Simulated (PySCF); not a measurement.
**Working out the ionisation energy of Al**

Al [Ne] 3s2 3p1 (2P) → Al⁺ [Ne] 3s2 (1S). Computed with PySCF 2.14 in dyall-acv3z (19s12p6d4f, 113 functions), with the spin-free X2C one-electron Hamiltonian (Gaussian nucleus). Frozen: 1s2; the 18 highest virtual orbitals dropped. Energies in hartree (1 hartree = 27.21139 eV):

```json
{"part": "UHF", "Al (lower)": "-242.317423", "Al⁺ (upper)": "-242.111640"}
{"part": "MP2 opposite-spin", "Al (lower)": "-0.246833", "Al⁺ (upper)": "-0.241376"}
{"part": "MP2 same-spin", "Al (lower)": "-0.081113", "Al⁺ (upper)": "-0.078811"}
```

What does Hartree-Fock give?

(-242.111640) − (-242.317423) = 0.205783 hartree = 5.600 eV.

What do MP2 and SCS-MP2 (6/5 opposite-spin, 1/3 same-spin) give?

The opposite-spin parts differ by 0.148 eV and the same-spin parts by 0.063 eV. MP2: 5.600 + (0.148) + (0.063) = 5.811 eV. SCS-MP2: 5.600 + 1.2 × (0.148) + (0.063)/3 = 5.799 eV.

Measured between the centres of the two terms (NIST): 5.977 eV, so MP2 (valence and next inner shell) is off by -0.166 eV.

What remains against the reference includes basis incompleteness, the frozen core and correlation beyond second order.
